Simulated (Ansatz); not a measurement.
Start from `CC#CC(F)F` and change one atom or group to get `CC#CCF`.

Ansatz, PBE0-D4/def2-TZVP geometries, multiplicity 1. 

```
                                      property  `CC#CC(F)F`
             LUMO energy (PBE/def2-TZVPP) / eV        -0.73
           HOMO–LUMO gap (PBE/def2-TZVPP) / eV         6.22
          HOMO–LUMO gap (PBE0/def2-TZVPP) / eV         8.51
size of the dipole moment (PBE/def2-TZVPP) / D         3.00
           HOMO energy (B3LYP/def2-TZVPP) / eV        -7.98
         HOMO–LUMO gap (B3LYP/def2-TZVPP) / eV         8.03
```

What does the change do to each property? (Estimate.)

Ansatz gave: 
```tsv
property	`CC#CCF`	shift
LUMO energy (PBE/def2-TZVPP) / eV	-0.59	0.14
HOMO–LUMO gap (PBE/def2-TZVPP) / eV	5.73	-0.49
HOMO–LUMO gap (PBE0/def2-TZVPP) / eV	8.01	-0.50
size of the dipole moment (PBE/def2-TZVPP) / D	2.17	-0.83
HOMO energy (B3LYP/def2-TZVPP) / eV	-7.34	0.64
HOMO–LUMO gap (B3LYP/def2-TZVPP) / eV	7.53	-0.50
```

With PBE0 the HOMO rises by 0.64 eV and the LUMO rises by 0.14 eV, so the gap narrows by about 0.50 eV. PBE moves the HOMO by 0.62 eV and ωB97M-V by 0.65 eV. Dipoles are sizes alone; their direction can turn.

B3LYP here is the variant with VWN-RPA as its local correlation; programs differ in this.
